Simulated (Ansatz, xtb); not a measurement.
**Two isomers of C4H8O2**

Structure a: `CC(C)C(=O)O`, a singlet. Structure b: `C1COCOC1`, a singlet. Both are isolated molecules in the gas phase, relaxed with B3LYP/def2-SVP, each in the lowest conformer that the search found.

a (Å):

```
atom    x (Å)    y (Å)    z (Å)
   C  -1.1629  -0.2179   0.1251
   C  -0.4933   1.1459   0.3780
   C  -0.7452   2.1430  -0.7526
   C   0.9979   0.9690   0.6235
   O   1.8863   1.4211  -0.0557
   O   1.2428   0.2193   1.7212
   H  -2.2492  -0.0899  -0.0010
   H  -0.9912  -0.9099   0.9620
   H  -0.7702  -0.6833  -0.7939
   H  -0.9035   1.5465   1.3228
   H  -0.2789   3.1167  -0.5420
   H  -1.8261   2.2983  -0.8933
   H  -0.3213   1.7752  -1.6998
   H   2.2097   0.1452   1.7963
```

b (Å):

```yaml
atoms:
  - { symbol: C, position_ang: [-1.1989, 0.1602, 0.2774] }
  - { symbol: C, position_ang: [-1.0057, 1.4486, 1.0804] }
  - { symbol: C, position_ang: [0.7540, 2.0523, -0.3285] }
  - { symbol: C, position_ang: [0.1184, -0.1914, -0.4178] }
  - { symbol: O, position_ang: [-0.4474, 2.4627, 0.2607] }
  - { symbol: O, position_ang: [0.6069, 0.9247, -1.1444] }
  - { symbol: H, position_ang: [-1.5282, -0.6639, 0.9324] }
  - { symbol: H, position_ang: [-1.9777, 0.3234, -0.4856] }
  - { symbol: H, position_ang: [-0.3398, 1.2566, 1.9497] }
  - { symbol: H, position_ang: [-1.9587, 1.8379, 1.4683] }
  - { symbol: H, position_ang: [1.1044, 2.8754, -0.9666] }
  - { symbol: H, position_ang: [1.5089, 1.8430, 0.4671] }
  - { symbol: H, position_ang: [-0.0036, -1.0145, -1.1375] }
  - { symbol: H, position_ang: [0.8710, -0.5099, 0.3359] }
```

Quicker runs give these differences E(b) − E(a): GFN2-xTB +8.3 kcal/mol; HF/STO-3G −15.9 kcal/mol (at GFN2-xTB geometries); r2SCAN-D4/def2-SVP +31.3 kcal/mol (at GFN2-xTB geometries).

Q: Estimate E(b) − E(a) at the level CCSD(T)/def2-SVP + ΔMP2/def2-TZVPP.

A: Calculated at CCSD(T)/def2-SVP + ΔMP2/def2-TZVPP: E(b) − E(a) = +30.6 kcal/mol, so structure a lies lower.

The same difference at several levels:

```
                             level        geometry  E(b) − E(a) (kcal/mol)  departure from the last row (kcal/mol)  job, with rough time for the two
                          GFN2-xTB        GFN2-xTB                      +8.3                                   −22.3              optimisation, 0.14 s
                         HF/STO-3G        GFN2-xTB                     −15.9                                   −46.5              single point, 0.81 s
                r2SCAN-D4/def2-SVP        GFN2-xTB                     +31.3                                    +0.7               single point, 3.1 s
                    B3LYP/def2-SVP  B3LYP/def2-SVP                     +31.4                                    +0.7                optimisation, 46 s
                       HF/def2-SVP  B3LYP/def2-SVP                     +32.0                                    +1.3           part of the CCSD(T) run
                      MP2/def2-SVP  B3LYP/def2-SVP                     +37.0                                    +6.4           part of the CCSD(T) run
                  CCSD(T)/def2-SVP  B3LYP/def2-SVP                     +34.4                                    +3.8                      single point
CCSD(T)/def2-SVP + ΔMP2/def2-TZVPP  B3LYP/def2-SVP                     +30.6                                                        single point, 46 s
```

As drawn, b has 3 C–O, 1 C–H in place of 1 C–C, 1 C=O, 1 O–H. Structure a has no ring, b a 6-membered ring.

HF/STO-3G puts the two in the other order. The largest departure from CCSD(T)/def2-SVP + ΔMP2/def2-TZVPP is that of HF/STO-3G, 46.5 kcal/mol. The last row adds to CCSD(T) the change of the MP2 difference between the two basis sets, here −3.8 kcal/mol, a large step that makes the value less sure.

With thermal terms from frequencies at re-optimised GFN2-xTB minima (ideal gas, soft modes damped towards free rotors, one conformer each, 298.15 K, 1 atm): the zero-point term adds +1.6 kcal/mol; ΔH is +31.0 and ΔG +33.8 kcal/mol.

The correlated steps freeze 6 core orbitals. Programs: Ansatz 0.2.0, xtb 6.7.1; the last row on 4 threads of Arm Neoverse V1 on a shared host.
